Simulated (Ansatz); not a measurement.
# CH6BCl: the cost of one run

Program: Ansatz 0.2.0. Level of theory: RKS B3LYP-D4/def2-SVP. These are calculated values, not measurements.

### 1 The structure to begin with

Bond lengths: B1–H3 1.190 Å, B1–C4 1.600 Å, C4–H5 1.110 Å, C4–H6 1.110 Å, C4–H7 1.110 Å, B1–Cl8 2.160 Å, Cl8–H9 1.527 Å. Angles: H3–B1–C4 120.0°, H3–B1–Cl8 97.0°, C4–B1–Cl8 101.2°, B1–C4–H5 109.5°, B1–C4–H6 109.5°, B1–C4–H7 109.5°, H5–C4–H6 109.4°, H5–C4–H7 109.4°, H6–C4–H7 109.4°, B1–Cl8–H9 58.2°.

Structure file:

```xyz
9

B     0.0000    0.0000    0.0000
H     0.0000    0.0000    1.5400
H     1.0305    0.0000   -0.5950
C    -1.3856    0.0000   -0.8000
H    -1.9458   -0.9305   -0.5708
H    -1.9898    0.8797   -0.4946
H    -1.1839    0.0508   -1.8903
Cl    0.0903   -2.0478    0.6811
H     0.0386   -0.8759    1.6586
```

### 2 A restrained relaxation towards end A

Springs on the bonds that form and break draw the guess towards this end; the thresholds are loose.

File input.yaml:

```yaml
crystal:
  periodic: [false, false, false]
  atoms:
    - { symbol: B, position_ang: [0.0, 0.0, 0.0] }
    - { symbol: H, position_ang: [0.0, 0.0, 1.54] }
    - { symbol: H, position_ang: [1.0305, 0.0, -0.595] }
    - { symbol: C, position_ang: [-1.3856, 0.0, -0.8] }
    - { symbol: H, position_ang: [-1.9458, -0.9305, -0.5708] }
    - { symbol: H, position_ang: [-1.9898, 0.8797, -0.4946] }
    - { symbol: H, position_ang: [-1.1839, 0.0508, -1.8903] }
    - { symbol: Cl, position_ang: [0.0903, -2.0478, 0.6811] }
    - { symbol: H, position_ang: [0.0386, -0.8759, 1.6586] }
basis:
  gaussian: { orbitals: def2-SVP }
hamiltonian:
  xc: b3lyp
  dispersion: d4
relax:
  f_tol: 0.15
  max_steps: 25
  restrain:
    - { distance: [0, 7], at: 3.06, k: 30.0 }
    - { distance: [8, 1], at: 1.86, k: 30.0 }
    - { distance: [0, 1], at: 1.19, k: 30.0 }
    - { distance: [8, 7], at: 1.37, k: 30.0 }
```

The run is started by

```
$ ansatz run input.yaml --threads 2 --pin off --max-ram 3072MiB --backend cpu --events-out ev --progress --plain --runs-dir out
```

**Question.** How long does this run take on 2 threads of Arm Neoverse V1, shared host, and how much memory does it need?

About 16 s, with a peak of 0.14 GiB.
